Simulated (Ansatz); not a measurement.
# AlO₂ (sextet): from Hartree-Fock to the top rungs, def2-QZVPP

The task here is to estimate one member of a computed series from the others.

The runs use Ansatz 0.2.0, Gaussian basis; def2-QZVPP, core rule «outside noble gas», up to 7 orbitals frozen.

The runs, in order: UHF; ROHF; CCSD(T) on UHF.

3 further runs of the same task are left out: 1 that didn't finish, 2 set aside as unsound or not needed. Runs told in other sessions of the task aren't counted.

## The system

The geometry is a PBE0/def2-TZVP stationary point (not a proven minimum) of the parent state, kept for this charge and spin.

3 atoms, charge 0, spin multiplicity 6.

Atoms are counted from 1 here; the program's logs count them from 0.

Bond lengths: O1–Al2 1.782 Å, Al2–O3 1.782 Å. Angles: O1–Al2–O3 180.0°.

Set-up of the first run:

in.yaml

```yaml
crystal:
  periodic: [false, false, false]
  atoms:
    - {symbol: O, position_ang: [0.000000, 0.000000, 1.781800]}
    - {symbol: Al, position_ang: [0.000000, 0.000000, 0.000000]}
    - {symbol: O, position_ang: [0.000000, 0.000000, -1.781800]}
basis:
  gaussian: {orbitals: "def2-QZVPP.json"}
magnetization: {spin_polarized: true, initial_magnetization: 5}
hamiltonian: {xc: hf}
output: {orbitals: {seedname: orbitals}}
```

The run is started by

```sh
$ ansatz run in.yaml --threads 1 --pin off --events-out ev --progress --plain --max-ram 2393MiB
```

Among the steps run: UHF; ROHF; CCSD(T) on UHF.

One table of the session follows, with a row left open; its other results are not shown here.

It belongs to the step «Misses and costs». 

```
  method  from UCCSD(T) (kcal/mol)
    ROHF                         ?
     UHF                   +277.41
    UMP2                    +27.44
   UCCSD                     +9.06
UCCSD(T)                         0
```

**Question.** Estimate the row for ROHF.

**Answer.** from UCCSD(T) (kcal/mol): +285.84. In the column «from UCCSD(T) (kcal/mol)» it is the highest.
